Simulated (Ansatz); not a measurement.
Reading a saddle point

A first-order saddle point of CH7BS, singlet, PBE0-D4/def2-TZVP, with one imaginary mode of 947i cm⁻¹:

```json
{"atom": "B1", "x (Å)": "-0.7965", "y (Å)": "0.0200", "z (Å)": "-0.2029"}
{"atom": "C2", "x (Å)": "0.8651", "y (Å)": "0.2122", "z (Å)": "-0.6605"}
{"atom": "H3", "x (Å)": "-1.1721", "y (Å)": "-1.0500", "z (Å)": "-0.5731"}
{"atom": "H4", "x (Å)": "-1.3796", "y (Å)": "1.0197", "z (Å)": "-0.5015"}
{"atom": "H5", "x (Å)": "0.2590", "y (Å)": "0.2030", "z (Å)": "0.6680"}
{"atom": "S6", "x (Å)": "-0.8558", "y (Å)": "0.0582", "z (Å)": "1.8330"}
{"atom": "H7", "x (Å)": "0.6571", "y (Å)": "0.2530", "z (Å)": "-1.7318"}
{"atom": "H8", "x (Å)": "1.3831", "y (Å)": "1.1388", "z (Å)": "-0.3996"}
{"atom": "H9", "x (Å)": "1.5204", "y (Å)": "-0.6407", "z (Å)": "-0.4758"}
{"atom": "H10", "x (Å)": "-0.4807", "y (Å)": "-1.2141", "z (Å)": "2.0442"}
```

Program: Ansatz 0.2.0. Basis: def2-TZVPP and def2-QZVPP. Cores are frozen in the correlated methods. Extrapolation: Hartree–Fock as exp(−7.88 √X), correlation as X^−2.97.

(1) Which contacts change along the imaginary mode, and what lies on either side? (Judge from chemistry; the calculation decides.)

(2) Which side is lower, and how far does the saddle lie above each? (To be estimated.)

The T1 diagnostic stays at or below 0.013.

Answers

(1) By the calculation: The step is CH₅B ([BH2][CH3]) + H₂S → BH₃S ([BH2][SH]) + CH₄, with the molecules in contact on both sides. Shortening one way: B1–S6, C2–H5; lengthening the same way: B1–C2, H5–S6.
```json
{"pair": "B1–S6", "one side (Å)": "2.00", "saddle (Å)": "2.04", "other side (Å)": "1.77"}
{"pair": "C2–H5", "one side (Å)": "3.08", "saddle (Å)": "1.46", "other side (Å)": "1.09"}
{"pair": "B1–C2", "one side (Å)": "1.60", "saddle (Å)": "1.73", "other side (Å)": "3.50"}
{"pair": "H5–S6", "one side (Å)": "1.35", "saddle (Å)": "1.62", "other side (Å)": "3.58"}
```

(2) By the calculation: The side with B1–S6, C2–H5 short is lower by 16.05 kcal/mol; the saddle lies 40.62 kcal/mol above it and 24.57 kcal/mol above the other (CCSD(T) at an estimated basis limit (MP2 extrapolated from triple and quadruple zeta, plus CCSD(T) − MP2 in triple zeta); electronic energies).

Labels in which every atom is bracketed show which atoms are joined, not bond orders.

For scale, one of the runs: CCSD(T)/def2-TZVPP, 202 basis functions (an equivalent command: `ansatz run in.yaml --threads 2`). The run took 33 s on 2 CPU threads (shared host), with 2.7 GiB of host memory at its peak.
